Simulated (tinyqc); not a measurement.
Inside a calculation. Method: Hueckel theory of the pi electrons, for the molecule C1=CC=C1 (SMILES; centres numbered as the heavy atoms are written). Computed by tinyqc, a small Python program that keeps every step. Settings: charge = 0. Command: `OMP_NUM_THREADS=1 python tinyqc.py 25702 25703 out.jsonl` (the two numbers bound the seeds that draw the settings). One thread of a shared host (Intel(R) Xeon(R) Processor @ 2.60GHz), about 0.01 s of CPU time with the checks.

## The Hueckel matrix

Centres:
```
centre,"z_r, pi electrons of the neutral centre",h
1C,1,0.00000
2C,1,0.00000
3C,1,0.00000
4C,1,0.00000
```

Bonds:
```
i,j,k
1,2,1
2,3,1
3,4,1
4,1,1
```

H_rr = alpha + h_r beta, H_rs = k_rs beta for bonded centres.

Hueckel matrix in units of beta (H = alpha + beta A), lower triangle:
```
,1C,2C,3C,4C
1C,0.00000
2C,1.00000,0.00000
3C,0.00000,1.00000,0.00000
4C,1.00000,0.00000,1.00000,0.00000
```

## Orbitals

pi electrons, sum of z_r less the charge = 4

Diagonalise; E = alpha + x beta with beta < 0, so the largest x are filled first; degenerate levels share their electrons. P = sum n_i c_ri c_si; each orbital has its largest coefficient positive (the first on a tie).

x values: 2.00000  0.00000  0.00000  -2.00000

occupations: 2.00000  1.00000  1.00000  0.00000

coefficients:
```
,MO1,MO2,MO3,MO4
1C,0.50000,0.70507,0.05367,0.50000
2C,0.50000,-0.05367,0.70507,-0.50000
3C,0.50000,-0.70507,-0.05367,0.50000
4C,0.50000,0.05367,-0.70507,-0.50000
```

charge and bond-order matrix P, lower triangle:
```
,1C,2C,3C,4C
1C,1.00000
2C,0.50000,1.00000
3C,0.00000,0.50000,1.00000
4C,0.50000,0.00000,0.50000,1.00000
```

Within a degenerate level the vectors are fixed only up to a rotation; this is one choice.

## Energy, charges, bond orders

E = sum n x; q_r = z_r - P_rr; bond order p = P_rs; free valence = sqrt(3) - sum of p over the bonds of the atom.

pi energy = 4 alpha + this times beta = 4.00000

pi charges: 1C 0.00000, 2C 0.00000, 3C 0.00000, 4C 0.00000

Bond orders and lengths from R = 1.517 - 0.180 p (angstrom, C-C alone):
```
bond,p,R
1-2,0.50000,1.42700
2-3,0.50000,1.42700
3-4,0.50000,1.42700
4-1,0.50000,1.42700
```

free valence of the carbons: 1C 0.73205, 2C 0.73205, 3C 0.73205, 4C 0.73205

gap between the highest filled and the next level = 2.00000 |beta|
